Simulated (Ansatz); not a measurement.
Reaction (atomization): `CCC(F)Cl` → 3 C• + Cl• + F• + 6 H•

Computed with Ansatz on PBE0-D4/def2-TZVP structures; ΔE is electronic, products minus reactants. CCSD(T)/CBS is the MP2 limit (def2-TZVPP, def2-QZVPP) plus CCSD(T) − MP2 in def2-TZVPP, frozen cores. This one scheme is used for every species, atoms too. For atomizations the MP2-based limit and the directly extrapolated one differ by several kJ/mol either way, and by 10 to 25 for some Ge, Se and Sn compounds, so smaller differences from it don't rank the levels. DFT in def2-TZVPP. B3LYP here is the variant with VWN-RPA as its local correlation; programs differ in this. HSE06 is defined as in plane-wave codes. No spin–orbit coupling; open shells (•) take unrestricted orbitals. Spin–orbit coupling would lower the free atoms: a little for C, Cl, F. One conformer a species, not always the lowest.

**Question.** What is ΔE at CCSD(T)/CBS? (Best estimate.)

**Answer.** Computed: +43.23 eV.

**Question.** What do these levels give: PBE-D4, revPBE-D4, r2SCAN-D4, PBE0-D4, HSE06-D4, BHLYP-D4, PBE-QIDH, revPBE, B3LYP, HSE06, SCS-MP2/def2-TZVPP, SCS-MP2/def2-QZVPP? (Best estimate.)

**Answer.** Computed: PBE-D4 44.31, revPBE-D4 43.21, r2SCAN-D4 43.41, PBE0-D4 43.56, HSE06-D4 43.59, BHLYP-D4 41.92, PBE-QIDH 43.18, revPBE 42.51, B3LYP 42.82, HSE06 43.44, SCS-MP2/def2-TZVPP 42.60, SCS-MP2/def2-QZVPP 43.26 eV.

Largest T1 diagnostic among the species: 0.010.

The D4 term adds +0.32 eV with B3LYP and +0.17 eV with PBE0; it sums over pairs of atoms, weighted by their polarisabilities, and B3LYP, whose exchange is more repulsive, gets the larger term. From BLYP to BHLYP (50 % exact exchange), in def2-TZVPP and without D4, ΔE moves by −0.89 eV: exact exchange takes away binding that semilocal exchange gives to molecules.
